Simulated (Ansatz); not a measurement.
# Relaxing KAl3

Theory: DFT PBE, scalar-relativistic, plane waves, PAW in Ansatz. Cutoff 420 eV, Γ-centred k mesh, Gaussian smearing, no spin polarisation in the final step.

The start puts KAl3 on the Cu3Au (L1_2) structure type (Pm-3m, No. 221), with K in place of Au, Al in place of Cu, at a guessed volume.

```yaml
crystal:
  lattice:
    - [4.30701, 0.00000, 0.00000]
    - [0.00000, 4.30701, 0.00000]
    - [0.00000, 0.00000, 4.30701]
  atoms:
    - { symbol: K, position: [0.00000, 0.00000, 0.00000] }
    - { symbol: Al, position: [0.00000, 0.50000, 0.50000] }
    - { symbol: Al, position: [0.50000, 0.00000, 0.50000] }
    - { symbol: Al, position: [0.50000, 0.50000, 0.00000] }
```

Cell and atoms relax at zero pressure; the relaxation can't lower the symmetry of the start. After a coarse first stage the cell is made exact in the group found at 0.06 Å.

Energies over the elements count from the elements' standard structures at the same level, with no empirical corrections.

Which crystal results?

It keeps Pm-3m (No. 221). The result has the Cu3Au (L1_2) structure. Conventional cell: a = 4.518 Å. K is coordinated by 12 Al at 3.19 Å; Al has 4 K at 3.19 Å and 8 Al at 3.19 Å.

Space group Pm-3m (No. 221). a = 4.518 Å, b = 4.518 Å, c = 4.518 Å, α = 90.00°, β = 90.00°, γ = 90.00°
| atom | site | symmetry | x | y | z |
| --- | --- | --- | --- | --- | --- |
| K | 1a | m-3m | 0.0000 | 0.0000 | 0.0000 |
| Al | 3c | 4/mm.m | 0.0000 | 0.5000 | 0.5000 |

What are its volume, energy, density and gap?

The volume per atom is 23.06 Å³ and the density is 2.16 g/cm³. The energy over the elements is 0.48 eV/atom and the gap on the 10×10×10 mesh is 0 eV (a metal).

The final run used a 10×10×10 mesh on its 4-atom cell and 0.10 eV smearing. For metals, differences of a few meV/atom aren't resolved. Symmetry constrained the relaxation, so the result can be a saddle point.

Cost: 3 runs of about 0.22 core-minutes in all, on Arm Neoverse V2 (shared hosts).